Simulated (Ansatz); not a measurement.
Wavefunction ladder for C₃H₆O₃ (`O=C(O)CCO`)

Z-matrix (Å, degrees):
```
C
C 1 1.508
C 1 1.504 2 111.9
H 1 1.091 2 110.7 3 -122.8
H 1 1.096 2 110.2 3 118.9
O 2 1.413 1 107.7 3 71.8
H 2 1.098 1 109.5 3 -167.7
H 2 1.095 1 109.1 3 -49.1
O 3 1.343 1 112.0 2 -152.6
O 3 1.201 1 125.4 2 29.3
H 6 0.959 2 108.9 1 -154.5
H 9 0.968 3 106.5 1 -178.0
```

Charge 0, multiplicity 1. Geometry: relaxed with PBE0-D4/def2-TZVP. It is one conformer, not always the lowest. Frozen core, restricted reference, Ansatz 0.2.0. CBS rows extrapolate triple and quadruple zeta; past MP2 they add the triple-zeta difference.

```csv
basis,HF (Eh),MP2 corr.,CCSD corr.,(T),CCSD(T) total
def2-TZVPP,-341.84835,-1.20246,-1.22678,-0.04936,-343.12449
def2-QZVPP,-341.86397,-1.29230,–,–,–
CBS(def2),-341.86613,-1.35885,-1.38317,as TZ,-343.29866
```
